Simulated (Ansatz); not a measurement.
# SiH₃ (doublet): the correlation ladder at a displaced geometry (v2), cc-pVDZ

Aim: climb from Hartree-Fock through coupled cluster and multireference methods for SiH₃ (doublet) at one geometry and basis, and see what each rung misses.

The runs use Ansatz 0.2.0, Gaussian basis; cc-pVDZ, core rule «outside noble gas», up to 5 orbitals frozen.

The runs, in order: UHF; CCSD(T) on ROHF; CCSD(T) on UHF; BCCD(T) on ROHF; CISD; CCSDT(Q) on ROHF; CCSDT(Q) on UHF; CASSCF and MRCISD+Q, 7 electrons in 7 orbitals; CASSCF and NEVPT2, 7 electrons in 7 orbitals.

17 further runs of the same task are left out: 2 for a known fault of the program, 6 that didn't finish, 9 set aside as unsound or not needed.

## 1. The geometry

The geometry is a PBE0/def2-TZVP stationary point (not a proven minimum) with its atoms shifted at random (size 0.100 Å).

4 atoms, charge 0, spin multiplicity 2.

Atoms are counted from 1 here; the program's logs count them from 0.

Bond lengths: Si1–H2 1.334 Å, Si1–H3 1.513 Å, Si1–H4 1.561 Å. Angles: H2–Si1–H3 112.6°, H2–Si1–H4 109.3°, H3–Si1–H4 109.5°.

## 2. UHF

Contents of in.yaml:

```yaml
crystal:
  periodic: [false, false, false]
  atoms:
    - {symbol: Si, position_ang: [0.008458, 0.003016, -0.044924]}
    - {symbol: H, position_ang: [1.258842, 0.026045, 0.419525]}
    - {symbol: H, position_ang: [-0.800944, 1.199046, 0.405255]}
    - {symbol: H, position_ang: [-0.693565, -1.309124, 0.426999]}
basis:
  gaussian: {orbitals: cc-pVDZ}
magnetization: {spin_polarized: true, initial_magnetization: 1}
hamiltonian: {xc: hf}
output: {orbitals: {seedname: orbitals}}
```

Launch:

```sh
$ ansatz run in.yaml --threads 1 --pin off --events-out ev --progress --plain --max-ram 2393MiB
```

The runs that follow: CCSD(T) on ROHF; CCSD(T) on UHF; BCCD(T) on ROHF; CISD; CCSDT(Q) on ROHF; CCSDT(Q) on UHF; CASSCF and MRCISD+Q, 7 electrons in 7 orbitals; CASSCF and NEVPT2, 7 electrons in 7 orbitals.

Q: Predict the results of all the runs planned. Wanted: UCCSDT(Q) below the RHF energy; RMP2 from UCCSDT(Q); UMP2 from UCCSDT(Q); RCCSD from UCCSDT(Q); RCCSD(T) from UCCSDT(Q); UCCSD(T) from UCCSDT(Q); RCCSDT(Q) from UCCSDT(Q); NEVPT2 valence from UCCSDT(Q); MRCISD+Q valence from UCCSDT(Q).

**Answer**, as computed:

```
                         quantity                                                                     value
   UCCSDT(Q) below the RHF energy                                                                -3.4118 eV
              RMP2 from UCCSDT(Q)                                                              +78.0 kJ/mol
              UMP2 from UCCSDT(Q)                                                              +77.4 kJ/mol
             RCCSD from UCCSDT(Q)                                                               +7.5 kJ/mol
          RCCSD(T) from UCCSDT(Q)                                                               +1.7 kJ/mol
          UCCSD(T) from UCCSDT(Q)                                                               +1.7 kJ/mol
         RCCSDT(Q) from UCCSDT(Q)                                                                0.0 kJ/mol
    NEVPT2 valence from UCCSDT(Q)                                                              +70.1 kJ/mol
  MRCISD+Q valence from UCCSDT(Q)                                                               +0.7 kJ/mol
levels within 1 kcal/mol (43 meV)  RCCSD(T), UCCSD(T), BCCD(T), RCCSDT, UCCSDT, RCCSDT(Q), MRCISD+Q valence
                    T1 diagnostic                                                                     0.017
   effectively unpaired electrons                                                                      1.01
```

In words: RCCSD(T) lands +1.7 kJ/mol from the yardstick (0.5 % of the correlation energy). One determinant dominates. Of the multireference levels listed MRCISD+Q valence comes nearest in total energy (+0.7 kJ/mol), which doesn't show that its space is the better one. These misses are within one basis, not against nature; the frozen cores of restricted and unrestricted runs differ, which can shift their rows.
